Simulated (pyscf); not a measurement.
Four-centre exchange: H₃C–Be–CH₃ (SMILES [CH3][Be][CH3]) + H₂Se (SMILES [SeH2]) -> H₃C–Be–SeH (SMILES [CH3][Be][SeH]) + CH₄ (SMILES C)

Gas phase, singlet surface, charge 0. Bonds broken: Be1–C2, Se10–H11. Bonds formed: Be1–Se10, C2–H11. PySCF, gas phase, ωB97X-D3(BJ)/def2-SVP geometries.

Transition state (Å):

```xyz
12

Be    -0.4757     0.0392     0.3871
C     -0.1067     0.4383    -1.3238
C     -1.2839     0.8248     1.6539
H     -1.1107     0.6989    -1.7053
H      0.4041    -0.1189    -2.1262
H      0.4590     1.3787    -1.1847
H     -2.1126     0.2057     2.0464
H     -0.6023     0.9795     2.5117
H     -1.7074     1.8098     1.3907
Se     0.4665    -2.1184     0.5647
H      0.2629    -0.9490    -0.6165
H     -0.8635    -2.6833     0.3067
```

One imaginary mode, 1003i cm⁻¹; descent along it reached the two sides named, in the forms told below.

```
bond      change  reactant side (Å)  saddle  product side
--------  ------  -----------------  ------  ------------
Be1–C2    breaks              1.711   1.795           3.2
Se10–H11  breaks              1.465   1.675           3.2
Be1–Se10   forms              2.588   2.361         2.042
C2–H11     forms                3.4   1.600         1.101
```

Electronic energies relative to the separated reactants (kcal/mol):

```csv
level,barrier,reaction energy,reverse barrier
ωB97X-D3(BJ)/def2-TZVP,9.6,-30.1,39.7
PBE/def2-TZVP,5.2,-28.3,33.5
r²SCAN/def2-TZVP,5.8,-29.5,35.3
B3LYP-D3(BJ)/def2-TZVP,9.6,-28.8,38.3
PBE0-D3(BJ)/def2-TZVP,5.7,-29.3,35.0
M06-2X/def2-TZVP,10.3,-29.4,39.7
ωB97M-D3(BJ)/def2-TZVP,11.9,-28.0,39.9
HF/def2-TZVP,29.2,-30.7,59.9
```

With ωB97M-D3(BJ)/def2-TZVP energies and thermal terms (ideal gas, 1 atm, RRHO with modes under 100 cm⁻¹ raised to 100, one conformer, R ln 2 for chiral ones without a mode under 150 cm⁻¹), in kcal/mol:

```
T (K)   ΔH‡   ΔG‡     ΔH     ΔG
-----  ----  ----  -----  -----
298    11.6  20.9  -25.5  -25.6
600    12.1  30.2  -25.8  -25.7
900    12.8  39.1  -26.1  -25.5
1200   13.5  47.7  -26.4  -25.3
```

On the reactant side the descent ends in an adduct with a Be–Se contact, 5.8 kcal/mol under the separated species and 15.4 kcal/mol under the saddle at ωB97X-D3(BJ)/def2-TZVP. What is counted as formed (Be–Se) is already present as a longer contact in the reactant adduct; forming that adduct is a step of its own. This is the saddle that the search found; another between the same sides may lie lower. Elements up to Kr have no core potential and no relativistic terms here.
